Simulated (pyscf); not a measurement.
`[SnH2]` [singlet] + `[NH3]` → `[NH2][SnH]` [singlet] + `[H][H]`, a four-centre exchange (singlet surface; H–Sn, H–N broken, N–Sn, H–H formed). Single points on ωB97X-D3(BJ)/def2-SVP structures (PySCF, gas phase). Energies in kcal/mol from the separated reactants.

GFN2-xTB: tblite. 

Problem. Quick GFN2-xTB single points give ΔE‡ = 21.9 kcal/mol and ΔE = +0.5 kcal/mol. What does ωB97M-D3(BJ)/def2-TZVP give, and how far is the quick result from it?

Solution. ωB97M-D3(BJ)/def2-TZVP gives ΔE‡ = 13.7 kcal/mol and ΔE = -8.4 kcal/mol. GFN2-xTB lies 8.2 kcal/mol over it in the barrier and 9.0 kcal/mol over it in the reaction energy, so on this step it does not hold to within 3.0 kcal/mol. ωB97M-D3(BJ)/def2-TZVP has limits of its own. On the reactant side the descent ends in an adduct with a N–Sn contact, 24.5 kcal/mol under the separated species and 35.7 kcal/mol under the saddle at ωB97X-D3(BJ)/def2-TZVP. What is counted as formed (N–Sn) is already present as a longer contact in the reactant adduct; forming that adduct is a step of its own. At the saddle there is also a short H–Sn contact that neither side keeps. At ωB97X-D3(BJ)/def2-TZVP the barrier from the zero used here is 11.2 kcal/mol. This is the saddle that the search found; another between the same sides may lie lower. In the def2 sets elements past Kr carry core potentials, without spin-orbit coupling.
